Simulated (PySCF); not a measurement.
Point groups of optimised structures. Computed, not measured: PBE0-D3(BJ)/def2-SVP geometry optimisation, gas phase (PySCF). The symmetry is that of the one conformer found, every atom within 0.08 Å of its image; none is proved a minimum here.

Problem. sodium fluoride, `[F][Na]`: symmetry, top, dipole?

Solution. C∞v; linear; symmetry number 1; dipole 7.31 D, along the axis.

Problem. Point group, rotor type and polarity of `[CH3:1][C:2](=[O:3])[Cl:4]` with H–C1–C2–O3 0° (nearest H)?

Solution. Cs; asymmetric top; symmetry number 1; 2 operations, which sort the 7 atoms into 6 sets; dipole 2.70 D, in the ab plane, which is the mirror; A, B, C = 10189, 4964, 3409 MHz; heavy atoms equivalent by symmetry: none.

Problem. tetrabromoethene (`BrC(=C(Br)Br)Br`): symmetry, top, dipole?

Solution. D2h; asymmetric top; symmetry number 4; 8 operations, which sort the 6 atoms into 2 sets; dipole forbidden by symmetry (computed 0.00 D); A, B, C = 644.3, 560.5, 299.7 MHz.

Problem. Point group, rotor type and polarity of `CC(C)(C)c1ccc(F)cc1` (1-tert-butyl-4-fluorobenzene)?

Solution. Cs; near-prolate asymmetric top; symmetry number 1; 2 operations, which sort the 24 atoms into 19 sets; dipole 1.82 D, in the ab plane, which is the mirror; A, B, C = 2558, 628.9, 567.7 MHz.

Problem. Point group, rotor type and polarity of `[O:1]=[CH:2][GeH2:3][GeH2:4][GeH3:5]` with O1–C2–Ge3–Ge4 1°, C2–Ge3–Ge4–Ge5 0°?

Solution. Cs; asymmetric top; symmetry number 1; 2 operations, which sort the 13 atoms into 10 sets; dipole 1.75 D, in the ab plane, which is the mirror; heavy atoms equivalent by symmetry: none.

Problem. What symmetry has `[NH2:1][C:2](=[O:3])[CH:4]([GeH3:5])[GeH3:6]` with N1–C2–C4–Ge5 152°?

Solution. C1; asymmetric top; symmetry number 1; this conformer is chiral (no improper operation); dipole 3.75 D.
